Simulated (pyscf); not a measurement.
formaldehyde (H₂C=O) + hydrogen (H₂) → :HC–OH [singlet] + hydrogen (H₂), a concerted two-bond exchange (singlet surface; C–H, H–H broken, H–O, H–H formed). PySCF, gas phase, ωB97X-D3(BJ)/def2-SVP geometries. Energies in kcal/mol from the separated reactants.

Small-basis levels: PySCF, no dispersion term, spherical d functions. AM1 to PM7: differences of heats of formation from MOPAC, which are fitted to 298 K values and so differ in kind from electronic energies by zero-point and thermal terms. GFN2-xTB: tblite. Cost: rough CPU time at the saddle relative to B3LYP/6-31G*, from one job on a shared machine.

```
level                   barrier  reaction energy        cost
----------------------  -------  ---------------  ----------
PBE/6-31G*                 62.7            +59.2           1
B3LYP/LANL2DZ              70.0            +55.9         0.8
B3LYP/6-31G*               70.0            +57.6           1
B3LYP/6-311+G**            66.2            +52.5           1
B3LYP/def2-SVP             62.4            +54.0         0.9
GFN2-xTB                   63.6            +51.9  under 0.02
AM1                        89.7            +47.9  under 0.02
ωB97M-D3(BJ)/def2-TZVP     64.9            +50.7           –
```

Against the last row the barrier runs from -2.5 (B3LYP/def2-SVP) to +24.7 kcal/mol (AM1). ωB97M-D3(BJ)/def2-TZVP has limits of its own. One saddle was located; it need not be the lowest between these sides.
